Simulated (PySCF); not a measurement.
CH₃BN (charge -1).
SMILES: `[BH3-]C#N`

The closed-shell ground state was solved at several levels (PySCF, density fitting, gas phase, non-relativistic). Geometry: GFN2-xTB; no solvent, vibrations or thermal averaging. No diffuse functions stand in pcJ-1 and pcSseg-1, which bears on an anion's orbital energies.

| level | basis functions | HOMO (eV) | LUMO (eV) | gap (eV) |
| --- | --- | --- | --- | --- |
| B3LYP/pcJ-1 | 111 | -2.46 | 6.60 | 9.06 |
| wB97X-D/def2-SVPD | 84 | -4.68 | 5.78 | 10.46 |

**Question.** Estimate the row for PBE0/pcSseg-1, a basis of 66 functions; the other rows only guide the guess.

**Answer.** HOMO -2.65 eV, LUMO 6.86 eV, gap 9.51 eV.

**Question.** Over all these levels, which gives the widest orbital gap and which the narrowest?

**Answer.** wB97X-D/def2-SVPD (range-separated hybrid) has the widest, 10.46 eV, and B3LYP/pcJ-1 (global hybrid, 20 % exact exchange) the narrowest, 9.06 eV. Functional and basis both differ between the two, so the spread mixes both effects.
